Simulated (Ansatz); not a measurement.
Relaxation of AlClH4S (7 atoms, charge 0, multiplicity 1), to a largest force component of 0.03 eV/Å in at most 50 steps.

All numbers below come from Ansatz, RKS PBE0-D4/def2-SVP.

```xyz
7
Properties=species:S:1:pos:R:3:forces:R:3
Al 0.060 0.300 -0.051 -0.06 -0.34 0.97
Cl -0.108 0.347 2.144 0.05 0.08 -0.83
H 1.490 0.571 -0.653 0.02 -0.02 -0.01
H -1.309 0.224 -0.831 0.00 -0.03 -0.02
S 0.322 -3.032 0.786 -0.16 0.71 0.34
H -0.984 -3.328 0.597 0.02 0.04 0.01
H 0.051 -2.206 1.859 0.13 -0.45 -0.47
```

Where does it end, and by what steps?

The run converged. The force dipped under the threshold on the way, but the program's further checks kept it going. After 19 steps the energy has fallen by 0.425 eV; H7 moved furthest, 0.84 Å. Joined: Al1–S5 (3.45 → 2.56 Å).

| step | energy less start (eV) | largest force component (eV/Å) | accepted |
| --- | --- | --- | --- |
| 0 | 0.0000 | 0.974 | yes |
| 1 | -0.1466 | 0.497 | yes |
| 2 | -0.2920 | 0.550 | yes |
| 3 | -0.3730 | 0.243 | yes |
| 4 | -0.3698 | 0.710 | no |
| 5 | -0.3900 | 0.160 | yes |
| 6 | -0.4039 | 0.169 | yes |
| 7 | -0.4063 | 0.122 | yes |
| 8 | -0.4082 | 0.106 | yes |
| 9 | -0.4101 | 0.186 | yes |
| 10 | -0.4123 | 0.252 | yes |
| 11 | -0.4154 | 0.175 | yes |
| 12 | -0.4181 | 0.210 | yes |
| 13 | -0.4201 | 0.197 | yes |
| 14 | -0.4215 | 0.190 | yes |
| 15 | -0.4229 | 0.200 | yes |
| 16 | -0.4245 | 0.070 | yes |
| 17 | -0.4249 | 0.015 | yes |
| 18 | -0.4250 | 0.055 | yes |
| 19 | -0.4251 | 0.024 | yes |

```xyz
7
Properties=species:S:1:pos:R:3
Al -0.005 -0.024 0.072
Cl -0.564 0.465 2.084
H 1.526 0.184 -0.293
H -1.178 -0.002 -0.998
S 0.081 -2.564 0.396
H -1.111 -2.661 1.030
H 0.772 -2.523 1.559
```

Whether the end is a true minimum wasn't checked by a vibrational analysis.

Run time: 22 s on 1 thread of AMD EPYC 9R45 96-Core Processor (Zen 5) (shared host), peak memory 0.16 GiB.
